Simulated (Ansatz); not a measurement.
`FCC(=S)S` + H₂ → `S=CS` + `CF` at 600 K and 1 bar (hydrogenolysis of a C–C bond).

Program: Ansatz. Geometries: PBE0-D4/def2-TZVP. ΔE: electronic, gas phase. CBS: MP2 limit from def2 TZ/QZ plus the TZ coupled-cluster correction, frozen cores. This one scheme is used for every species. Each species was taken in one conformer, which may not be the lowest.

```
   species  CCSD(T)/CBS energy (Eh)  H − E (kJ/mol)  S (J/(mol·K))
`FCC(=S)S`               -973.22215           174.3          403.9
        H₂                 -1.17544            43.9          150.8
    `S=CS`               -834.77767           101.3          320.4
      `CF`               -139.63461           127.6          254.6
```

H − E and S are ideal-gas, rigid-rotor, harmonic terms from PBE0-D4/def2-TZVP, for one conformer and one mirror image of each species. The MP2-based limit puts H₂ 0.8 mEh under its directly extrapolated value; such offsets cancel only in part. 1 Eh = 2625.50 kJ/mol, R = 8.31446 J/(mol·K).

By hand: ΔE, ΔH, ΔS and ΔG.

ΔE = (-834.77767) + (-139.63461) − (-973.22215) − (-1.17544) = -0.01469 Eh = -38.6 kJ/mol. Δ(H − E) = 101.3 + 127.6 − 174.3 − 43.9 = 10.7, so ΔH = -27.9 kJ/mol. ΔS = 320.4 + 254.6 − 403.9 − 150.8 = 20.3 J/(mol·K). ΔG = -27.9 − 600 × (20.3)/1000 = -40.1 kJ/mol.

By hand: the equilibrium constant, and the temperature at which ΔG would vanish if ΔH and ΔS stayed fixed.

log₁₀ K = −ΔG/(RT ln 10) = 3.5. ΔH and −TΔS have one sign here, so there is no such temperature.

TΔS isn't small against ΔH here. A doubt of 5 kJ/mol in ΔE shifts log₁₀ K by 0.4 here. Other conformers and mirror images would add mixing entropy, several J/(mol·K) or more a flexible species. Modes under 60 cm⁻¹, often nearly free rotors, make the harmonic entropy too high. These are equilibria of isolated gas molecules and say nothing of rates. Largest T1 diagnostic: 0.018 (customary marks: 0.02 for closed shells, 0.045 for open ones).
